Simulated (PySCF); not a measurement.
**Rock-salt MgS**

The numbers are results of CCSD(T) (GTH pseudopotentials, Gaussian basis; PySCF), not measurements.

Cell (relaxed at this level):

MgS is taken in the cubic space group Fm-3m (No. 225), the rock salt structure, Pearson symbol cF8. Cell: a = b = c = 5.198 Å, α = β = γ = 90.00°. Mg on 4a sees 6 S at 2.599 Å (octahedral). S on 4b sees 6 Mg at 2.599 Å (octahedral). (Neighbours: up to the widest gap in distance over summed covalent radii, below 1.35, at either atom; cation-cation and far metal-metal contacts left out.)
(The calculation used a cell of 2 atoms; values per cell refer to that cell.)

| Item | Result |
|---|---|
| bulk modulus | 82.3 GPa ± 3 |
| cohesive energy | 4.12 eV/atom ± 0.1 |
| pressure derivative B′ of the bulk modulus | 4.1 |

Measured, for comparison: bulk modulus 81 GPa, cohesive energy 4.04 eV/atom (corrected for zero-point motion; as tabulated in Goldzak et al. (2022), arXiv:2208.04865). Computed (rounded) less measured: bulk modulus +2 %, cohesive energy +0.08 eV/atom.

A ± is a rough bar: the spread of an extrapolation, a floor set from checks against published values, or a statistical error.

Computed values are for the static lattice.
